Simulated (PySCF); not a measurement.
**How the method moves the HOMO and LUMO of `C=C(F)CN`**

Compound: C3H6FN.
Z-matrix (Å and degrees, PBE0-D3(BJ)/def2-SVP geometry), rows numbered from 1:
```
C 
C   1  1.3298
F   2  1.3432  1  119.97
C   2  1.4963  1  128.57  3   178.61
N   4  1.4492  2  114.64  1  -122.71
H   1  1.0914  2  121.03  3     0.97
H   1  1.0901  2  119.85  3  -179.43
H   4  1.1007  2  108.83  1     0.95
H   4  1.1045  2  108.28  1   116.22
H   5  1.0187  4  109.95  2    57.73
H   5  1.0185  4  109.52  2   -58.47
```

Basis pcSseg-2 throughout (PySCF), one geometry. Isolated species at its PBE0-D3(BJ)/def2-SVP geometry (one conformer only).

Question: How do the orbital energies, the gap and the dipole change with the method?

Answer: 
```csv
method,kind,HOMO (eV),LUMO (eV),gap (eV),μ (D),SCF cycles
BLYP,GGA,-5.70,-0.77,4.92,0.90,16
OPBE,GGA,-5.75,-0.70,5.05,0.80,15
B97-D,GGA,-5.80,-0.75,5.05,0.88,15
PBE,GGA,-5.80,-0.86,4.94,0.86,14
BP86,GGA,-5.91,-0.93,4.98,0.87,14
KT2,GGA,-5.93,-0.83,5.10,0.89,15
KT3,GGA,-5.93,-0.82,5.11,0.87,15
LDA,LDA,-5.94,-1.10,4.84,0.93,14
B97-2,global hybrid,-6.96,0.09,7.05,0.98,14
B3LYP,global hybrid,-7.01,-0.16,6.85,1.01,14
PBE0,global hybrid,-7.24,0.12,7.36,0.99,13
mPW1PW91,global hybrid,-7.26,0.11,7.38,1.00,13
BHandHLYP,global hybrid,-8.48,0.97,9.45,1.13,12
CAM-B3LYP,range-separated hybrid,-8.67,1.08,9.75,1.09,13
wB97X-D,range-separated hybrid,-9.13,1.93,11.05,1.03,14
LC-wPBE,range-separated hybrid,-10.05,2.28,12.33,1.09,15
HF,Hartree–Fock,-10.13,2.69,12.83,1.20,11
```

The HOMO spans 4.44 eV, from BLYP down to HF, and the gap runs from 4.84 eV (LDA) to 12.83 eV (HF). Over the methods BLYP (0 %), OPBE (0 %), B97-D (0 %), PBE (0 %), BP86 (0 %), KT2 (0 %), KT3 (0 %), LDA (0 %), B97-2 (21 %), B3LYP (20 %), PBE0 (25 %), mPW1PW91 (25 %), BHandHLYP (50 %), HF (100 %), a straight line through the gap against the share of exact exchange rises by 0.81 eV for each 10 % (correlation coefficient 0.996). The dipole ranges from 0.80 D (OPBE) to 1.20 D (HF). This basis has no diffuse functions.

The vertical ΔSCF ionisation energy at CAM-B3LYP/def2-SVPD is 9.67 eV; −ε(HOMO) comes closest to it with LC-wPBE (10.05 eV).
